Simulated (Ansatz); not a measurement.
A calculation with Ansatz (development build ahead of 0.2.0).

```yaml
crystal:
  periodic: [false, false, false]
  atoms:
    - { symbol: C, position_ang: [-0.39705, 0.03135, -0.6534] }
    - { symbol: C, position_ang: [0.80137, -0.26341, -0.08206] }
    - { symbol: C, position_ang: [-0.33178, 0.25607, 0.75635] }
    - { symbol: H, position_ang: [-0.9542, -0.02866, -1.53915] }
    - { symbol: H, position_ang: [1.2998, -1.21698, -0.09577] }
    - { symbol: H, position_ang: [-0.45898, 1.16827, 1.26877] }
basis:
  gaussian: { orbitals: def2-SVP }
magnetization:
  spin_polarized: true
  initial_magnetization: 1
hamiltonian:
  xc: hf
output:
  forces: true
```

The input is written out in the form of the current development build from the run's settings.

Output:

```json
{
  "Converged": "yes",
  "Total energy": "-115.09723 hartree",
  "Spin squared of the determinant": "1.046",
  "Stability test": "minimum"
}
```

Forces (eV/Å):
| atom | Fx | Fy | Fz |
| --- | --- | --- | --- |
| C1 | 0.735 | 0.359 | 2.354 |
| C2 | -0.905 | -0.597 | 0.192 |
| C3 | 0.295 | -0.721 | -2.769 |
| H4 | -0.850 | 0.047 | -1.024 |
| H5 | 0.810 | 0.070 | 0.227 |
| H6 | -0.084 | 0.842 | 1.020 |

Caution: the unrestricted determinant is spin contaminated.
